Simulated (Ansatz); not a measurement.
Corundum (α-Al2O3), treated with PBE-D3(BJ) in Ansatz (plane waves, PAW).

Run with plane-wave cutoff 500 eV, 10×10×10 k mesh, Fermi–Dirac smearing 0.05 eV, scalar-relativistic PAW data made under PBE.

Cell (relaxed at this level):

```cif
data_Al4O6
_chemical_formula_sum 'Al4 O6'
_space_group_name_H-M_alt 'P 1'
_space_group_IT_number 1
_cell_length_a 5.14794
_cell_length_b 5.14794
_cell_length_c 5.14794
_cell_angle_alpha 55.323
_cell_angle_beta 55.323
_cell_angle_gamma 55.323
loop_
_space_group_symop_operation_xyz
  'x, y, z'
loop_
_atom_site_label
_atom_site_type_symbol
_atom_site_fract_x
_atom_site_fract_y
_atom_site_fract_z
_atom_site_occupancy
Al1 Al 0.14790 0.14790 0.14790 1
Al2 Al 0.85210 0.85210 0.85210 1
Al3 Al 0.35210 0.35210 0.35210 1
Al4 Al 0.64790 0.64790 0.64790 1
O1 O 0.94360 0.55640 0.25000 1
O2 O 0.05640 0.44360 0.75000 1
O3 O 0.25000 0.94360 0.55640 1
O4 O 0.75000 0.05640 0.44360 1
O5 O 0.55640 0.25000 0.94360 1
O6 O 0.44360 0.75000 0.05640 1
```

Predict the band gap.


* **band gap**: 6.07 eV (on the SCF k mesh)

Computed values are for the static lattice.

Ansatz is a first-principles code.
